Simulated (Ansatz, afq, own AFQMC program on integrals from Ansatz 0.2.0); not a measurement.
# GeHO, doublet in cc-pVDZ, levels against CCSDT(Q)

```yaml
atoms:
  - { symbol: Ge, position_ang: [0.0000, -0.0358, 0.2294] }
  - { symbol: O, position_ang: [0.0000, 0.0757, -1.1029] }
  - { symbol: H, position_ang: [0.0000, 1.3804, 0.9715] }
```

Connectivity, by distances: GeH–O.

Basis cc-pVDZ. Noble-gas cores (and the filled d shells of Ga–Kr and In–Xe) are frozen. AFQMC by an in-house program on the Cholesky factors that Ansatz 0.2.0 writes for its CCSD(T) run. ph-AFQMC/CISD is guided by a CISD state made of CCSD amplitudes; releasing the constraint for a short imaginary time cuts its bias at the price of noise, slowly where states lie close. Free projection: walkers drawn from exp(T), propagated without any constraint. Its projection time is finite, and what remains of the start isn't in its error. Error bars are statistical, one sigma. No spin–orbit coupling.

Determinant: UHF, the one that the program's search chose, which needn't be the lowest solution. The geometry is a point of a scan.

No full CI on the walks' own integrals is used here; CCSDT(Q) serves as the reference and is uncertain by about the last step of the cluster series.

Cautions: no relativity below Rb; no spin-orbit coupling; inner d shell frozen.

```
T1 diagnostic                               : 0.0237
weight of the determinant in the CISD state : 0.894
⟨S²⟩ of the determinant                     : 0.775
size of the correlated space                : 11 electrons in 31 orbitals
```

Reference: CCSDT(Q), correlation energy -7.530 eV. The released energy is read at 2.40 1/Eh (meV from the phaseless value at times in 1/Eh: -5 ± 17 at 0.24, -10 ± 14 at 0.51, 4 ± 18 at 0.99, -10 ± 18 at 1.62, -14 ± 21 at 2.40).

```json
{"level": "HF", "E − E(reference) (meV)": "7529.8", "share of correlation (%)": "0.00"}
{"level": "MP2", "E − E(reference) (meV)": "575.4", "share of correlation (%)": "92.36"}
{"level": "CCSD", "E − E(reference) (meV)": "268.2", "share of correlation (%)": "96.44"}
{"level": "CCSD(T)", "E − E(reference) (meV)": "48.5", "share of correlation (%)": "99.36"}
{"level": "CCSDT", "E − E(reference) (meV)": "29.0", "share of correlation (%)": "99.61"}
{"level": "ph-AFQMC/HF", "E − E(reference) (meV)": "-94.2 ± 91.6", "share of correlation (%)": "101.25"}
{"level": "ph-AFQMC/CISD", "E − E(reference) (meV)": "22.8 ± 14.8", "share of correlation (%)": "99.70"}
{"level": "released AFQMC", "E − E(reference) (meV)": "8.9 ± 21.2", "share of correlation (%)": "99.88"}
{"level": "free AFQMC", "E − E(reference) (meV)": "-8.7 ± 23.0", "share of correlation (%)": "100.12"}
```

Free projections are given only where their last times agree within the noise and don't stop above the reference; a slow remainder of the start can still hide under it. A walk keeps the symmetry of its determinant, which the program's search chose and which needn't be the lowest solution, so a lower state of the same spin and another symmetry isn't excluded. Released energies are given only where the last usable release times agree within the noise; a slower fall can still hide under it.
